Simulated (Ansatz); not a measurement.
The input (input.yaml):

```yaml
crystal:
  periodic: [false, false, false]
  atoms:
    - { symbol: C, position_ang: [-1.254215, 0.010219, 0.167949] }
    - { symbol: C, position_ang: [0.312784, -0.135508, -0.243174] }
    - { symbol: O, position_ang: [0.569044, 0.133566, -1.550413] }
    - { symbol: F, position_ang: [0.642731, -1.41902, 0.014622] }
    - { symbol: S, position_ang: [1.414109, 0.944822, 0.706547] }
    - { symbol: H, position_ang: [-2.083849, -0.069982, -0.620673] }
    - { symbol: H, position_ang: [-1.424462, -0.875089, 0.808226] }
    - { symbol: H, position_ang: [-1.381523, 0.902324, 0.79858] }
    - { symbol: H, position_ang: [1.547652, 0.266475, -1.688029] }
    - { symbol: H, position_ang: [2.002066, 0.049302, 1.513806] }
magnetization:
  spin_polarized: true
basis:
  gaussian: { orbitals: def2-SVP }
hamiltonian:
  xc: pbe0
  dispersion: d4
md:
  timestep: 1.0
  n_steps: 100
  ensemble: nvt_langevin
  temperature: 1000.0
  initial_velocities: maxwell_boltzmann
  seed: 461025
  friction: 0.001
  temperature_schedule:
    - { n_steps: 25, end_temperature: 1000.0 }
    - { n_steps: 75, end_temperature: 3000.0 }
```

Run as:

```bash
$ ansatz run input.yaml --threads 2 --pin off --max-ram 3072MiB --backend cpu --events-out ev --progress --plain --runs-dir out
```

Hardware: 2 threads of Arm Neoverse N1, on a shared host.

**Question.** Roughly how long does this run take, and how much memory?

**Answer.** 11 min, with a peak of 0.3 GiB, for 101 ionic steps.
